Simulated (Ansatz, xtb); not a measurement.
## Relative energy of two isomers of C5H6F+

Structure X is `Cc1c(C)[c+]1F`, a singlet and structure Y is `F[C@@H]1[CH+]C=CC1`, a singlet. Both are isolated ions in the gas phase, relaxed with B3LYP-D3(BJ)/def2-SVP; the shapes shown needn't be the lowest conformers.

X (Å):

```xyz
12

C    -1.0947   -1.3800   -1.9194
C    -0.9629   -2.1737   -0.6943
C    -0.2346   -2.4777    0.4638
C     0.9361   -2.2276    1.3095
C    -1.4014   -3.1284    0.1789
F    -2.2720   -4.0000    0.4976
H    -2.0313   -0.7980   -1.8689
H    -1.1934   -2.0589   -2.7832
H    -0.2417   -0.7051   -2.0617
H     1.6034   -1.4759    0.8702
H     0.5932   -1.8919    2.3036
H     1.4788   -3.1747    1.4682
```

Y (Å):

```xyz
12

C    -0.4841   -1.2333    0.5034
C    -0.1103   -1.1095   -0.9344
C     0.0832   -2.3568   -1.5067
C    -0.2964   -3.3249   -0.5689
C    -0.8543   -2.7303    0.6533
F    -1.4285   -0.3554    0.9036
H     0.4537   -1.0553    1.0801
H     0.0102   -0.1413   -1.4328
H     0.4593   -2.5566   -2.5112
H    -0.1736   -4.4042   -0.7149
H    -1.9619   -2.8067    0.6303
H    -0.5350   -3.2401    1.5775
```

Task: Estimate E(Y) − E(X) at the level CCSD(T)/def2-SVP + ΔMP2/def2-TZVPP.

Result: Calculated at CCSD(T)/def2-SVP + ΔMP2/def2-TZVPP: E(Y) − E(X) = −11.0 kcal/mol, so structure Y lies lower.

The same difference at several levels:

```
                             level               geometry  E(Y) − E(X) (kcal/mol)  departure from the last row (kcal/mol)  job, with rough time for the two
                          GFN2-xTB               GFN2-xTB                     −15.8                                    −4.8              optimisation, 0.26 s
                         HF/STO-3G               GFN2-xTB                      −6.9                                    +4.1              single point, 0.72 s
                r2SCAN-D4/def2-SVP               GFN2-xTB                      −7.0                                    +4.0               single point, 4.8 s
             B3LYP-D3(BJ)/def2-SVP  B3LYP-D3(BJ)/def2-SVP                      −8.5                                    +2.5             optimisation, 1.8 min
                       HF/def2-SVP  B3LYP-D3(BJ)/def2-SVP                      −7.0                                    +4.0           part of the CCSD(T) run
                      MP2/def2-SVP  B3LYP-D3(BJ)/def2-SVP                      −4.3                                    +6.7           part of the CCSD(T) run
                  CCSD(T)/def2-SVP  B3LYP-D3(BJ)/def2-SVP                      −7.3                                    +3.7                      single point
CCSD(T)/def2-SVP + ΔMP2/def2-TZVPP  B3LYP-D3(BJ)/def2-SVP                     −11.0                                                        single point, 56 s
```

As drawn, Y has 2 C–C, 1 C=C in place of 3 C∷C (∷ is an aromatic bond). Structure X has a 3-membered ring (with an aromatic ring), Y a 5-membered ring.

The levels shown agree on the order. The largest departure from CCSD(T)/def2-SVP + ΔMP2/def2-TZVPP is that of MP2/def2-SVP, 6.7 kcal/mol. The last row adds to CCSD(T) the change of the MP2 difference between the two basis sets, here −3.7 kcal/mol, a large step that makes the value less sure.

With thermal terms from frequencies at re-optimised GFN2-xTB minima (ideal gas, soft modes damped towards free rotors, one conformer each, 298.15 K, 1 atm): on the last row, ΔE + ΔZPE = −10.3, ΔH = −11.6, ΔG = −8.2 kcal/mol.

The correlated steps freeze 6 core orbitals. Mirror images aren't counted in ΔG. Codes used: Ansatz 0.2.0, xtb 6.7.1; the last row on 2 threads of Intel(R) Xeon(R) Processor @ 2.70GHz on a shared host.
